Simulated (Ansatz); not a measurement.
## Telling isomers of BH6SSi+ apart by their spectra

These gas-phase data were calculated for one isomer of BH6SSi+ at PBE-D3(BJ)/def2-SVP (harmonic, unscaled wavenumbers; equilibrium rotational constants with average atomic masses):

| Item | Value |
| --- | --- |
| rotational constants | 13.25, 3.342, 2.812 GHz |
| all wavenumbers above 1500 cm⁻¹ | 2677, 2585, 2562, 2556, 2214, 2189 |

Candidates:

(1) `B[SH+][SiH3]`, a singlet
(2) `B[SiH2][SH2+]`, a singlet

Problem. Which structure fits?

Solution. Candidate (2). 2 modes lie between 2000 and 2380 cm⁻¹, one for each Si–H bond, while (1) has 3.

The same quantities for all candidates:

```
     rotational constants (GHz)         wavenumbers above 1500 cm⁻¹  E above the lowest, PBE-D3(BJ)/def2-SVP (kcal/mol)
(1)         14.92, 3.569, 3.082  2751, 2594, 2572, 2267, 2265, 2216                                                 0.0
(2)         13.25, 3.342, 2.812  2677, 2585, 2562, 2556, 2214, 2189                                                16.3
```

Harmonic stretches to hydrogen usually lie a few per cent above observed fundamentals. Each candidate is one conformer. Programs: Ansatz 0.2.0.
